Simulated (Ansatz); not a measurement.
Process, species as SMILES: [SiH3] (SiH3) → 3 H atom + Si atom
B3LYP-D3(BJ)/def2-TZVP geometries, fixed; electronic energies without zero-point terms.

Basis-set convergence of the atomisation energy at wB97M-V with Ansatz (a quantum-chemistry and plane-wave program). Cartesian d functions, on some or all atoms, in 6-31G*, 6-31+G*, 6-311G**; all else is spherical. The program fits the integrals of some runs and decomposes those of others, by size. Open shells are unrestricted. The functional holds VV10 correlation; no added dispersion term, no relativity. Functions are those of the species that has most. Reference: the value in pcseg-4, 226.78 kcal/mol, itself unsure by roughly 0.03 kcal/mol (its mean distance from aug-pcseg-3, aug-cc-pV(Q+d)Z, cc-pV(5+d)Z). Deviations are taken from unrounded values.

```json
[
 {"basis": "STO-3G", "functions": "12", "atomisation energy (kcal/mol)": "323.53", "minus reference (kcal/mol)": "96.75"},
 {"basis": "3-21G", "functions": "19", "atomisation energy (kcal/mol)": "219.51", "minus reference (kcal/mol)": "-7.27"},
 {"basis": "6-31G", "functions": "19", "atomisation energy (kcal/mol)": "212.35", "minus reference (kcal/mol)": "-14.43"},
 {"basis": "6-31G*", "functions": "25", "atomisation energy (kcal/mol)": "226.85", "minus reference (kcal/mol)": "0.07"},
 {"basis": "6-31+G*", "functions": "29", "atomisation energy (kcal/mol)": "227.06", "minus reference (kcal/mol)": "0.28"},
 {"basis": "6-311G**", "functions": "45", "atomisation energy (kcal/mol)": "224.83", "minus reference (kcal/mol)": "-1.95"},
 {"basis": "def2-TZVP", "functions": "55", "atomisation energy (kcal/mol)": "226.93", "minus reference (kcal/mol)": "0.15"},
 {"basis": "6-311++G(2d,2p)", "functions": "65", "atomisation energy (kcal/mol)": "225.59", "minus reference (kcal/mol)": "-1.20"},
 {"basis": "def2-TZVPD", "functions": "70", "atomisation energy (kcal/mol)": "226.92", "minus reference (kcal/mol)": "0.14"},
 {"basis": "def2-TZVPPD", "functions": "99", "atomisation energy (kcal/mol)": "227.44", "minus reference (kcal/mol)": "0.66"},
 {"basis": "aug-pcseg-2", "functions": "119", "atomisation energy (kcal/mol)": "226.47", "minus reference (kcal/mol)": "-0.31"},
 {"basis": "aug-cc-pV(T+d)Z", "functions": "124", "atomisation energy (kcal/mol)": "226.63", "minus reference (kcal/mol)": "-0.15"},
 {"basis": "cc-pV(Q+d)Z", "functions": "154", "atomisation energy (kcal/mol)": "226.94", "minus reference (kcal/mol)": "0.16"},
 {"basis": "def2-QZVPP", "functions": "160", "atomisation energy (kcal/mol)": "226.70", "minus reference (kcal/mol)": "-0.08"},
 {"basis": "def2-QZVPPD", "functions": "175", "atomisation energy (kcal/mol)": "226.72", "minus reference (kcal/mol)": "-0.06"},
 {"basis": "aug-cc-pV(Q+d)Z", "functions": "227", "atomisation energy (kcal/mol)": "226.76", "minus reference (kcal/mol)": "-0.02"},
 {"basis": "aug-pcseg-3", "functions": "236", "atomisation energy (kcal/mol)": "226.76", "minus reference (kcal/mol)": "-0.02"},
 {"basis": "pcseg-4", "functions": "288", "atomisation energy (kcal/mol)": "226.78", "minus reference (kcal/mol)": "0.00"}
]
```

The smallest set listed that lies within 4 kcal/mol of the reference with all its larger relatives (same family, alike in diffuse functions; a set with none counts only in the reference's own line) is 6-31G* (25 functions, 0.07 kcal/mol off). (Relatives not listed, tested too: 6-31G** 2.50, 6-311+G** -2.12, def2-TZVPP 0.68, 6-311++G(3df,3pd) -0.10, def2-QZVP -0.08, cc-pV(5+d)Z 0.04 kcal/mol.)
